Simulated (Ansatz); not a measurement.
## Worked example: the enthalpy of CH2O2 → CO + H2O

Species: CH2O2 (formic acid) `O=CO`, singlet; CO (carbon monoxide), singlet; H2O (water) `O`, singlet. 

Shapes, held fixed at every level: PBE0-D4/def2-TZVP. Flexible molecules stand in one conformer, not always the lowest. Programs: Ansatz 0.2.0. The zero-point and thermal terms to 298 K, harmonic and unscaled (PBE0-D4/def2-TZVP), stand in the table.

At B2PLYP/def2-TZVPP; 1 Eh = 2625.50 kJ/mol:

```
species  energy (Eh)  H(298 K) − E (kJ/mol)  tabulated ΔfH (kJ/mol)
  CH2O2  -189.720411                  100.2                  -378.7
     CO  -113.288749                   22.1                  -110.5
    H2O   -76.413285                   66.4                  -241.8
```

Problem. Work out the reaction enthalpy at 298 K from the calculation and from the table of heats.

Solution. 
1. Electronic: (-113.288749) + (-76.413285) − [(-189.720411)] = 0.018377 Eh = +48.2 kJ/mol.
2. Zero-point and thermal: (22.1) + (66.4) − [(100.2)] = -11.7 kJ/mol.
3. Computed ΔH = +36.5 kJ/mol.
4. From the heats of formation (Active Thermochemical Tables, CRC Handbook of Chemistry and Physics): (-110.5) + (-241.8) − [(-378.7)] = +26.4 kJ/mol.
5. Computed less tabulated: +10.1 kJ/mol. Tabulated heats carry uncertainties of their own.
